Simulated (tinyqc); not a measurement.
Worked calculation: CIS on RHF in the sto-6g basis, frozen core, for HF, spin multiplicity 1. One step of it, computed by the program tinyqc.

Task: CIS matrix, singlets. A(ia,jb) = (e_a - e_i) d_ij d_ab + 2 (ia|jb) - (ij|ab).

orbital energies (hartree): MO1 -26.232098, MO2 -1.506690, MO3 -0.611863, MO4 -0.476365, MO5 -0.476365, MO6 0.683383

Two-electron integrals over orbitals (pq|rs), unique and non-zero (hartree); the lowest 1 orbital is frozen and left out:
```
(22|22) 0.862880    (32|22) -0.003709   (32|32) 0.158826    (33|22) 0.772277
(33|32) -0.061946   (33|33) 0.806370    (42|42) 0.178125    (43|42) -0.046328
(43|43) 0.053012    (44|22) 0.876761    (44|32) -0.075479   (44|33) 0.781261
(44|44) 0.998085    (52|52) 0.178125    (53|52) -0.046328   (53|53) 0.053012
(54|54) 0.053789    (55|22) 0.876761    (55|32) -0.075479   (55|33) 0.781261
(55|44) 0.890506    (55|55) 0.998085    (62|22) -0.141919   (62|32) -0.034832
(62|33) -0.049534   (62|44) -0.141038   (62|55) -0.141038   (62|62) 0.100879
(63|22) -0.142418   (63|32) 0.091654    (63|33) -0.132692   (63|44) -0.178041
(63|55) -0.178041   (63|62) 0.061324    (63|63) 0.156708    (64|42) -0.046346
(64|43) -0.011308   (64|64) 0.032418    (65|52) -0.046346   (65|53) -0.011308
(65|65) 0.032418    (66|22) 0.697299    (66|32) 0.078010    (66|33) 0.671003
(66|44) 0.658095    (66|55) 0.658095    (66|62) -0.070637   (66|63) -0.009099
(66|66) 0.723175
```

Give: CIS matrix A, singlet.

Result:

CIS matrix A, singlet (hartree):
```
       2>6    3>6    4>6    5>6
2>6  1.695  0.045  0.000  0.000
3>6  0.045  0.938  0.000  0.000
4>6  0.000  0.000  0.566  0.000
5>6  0.000  0.000  0.000  0.566
```
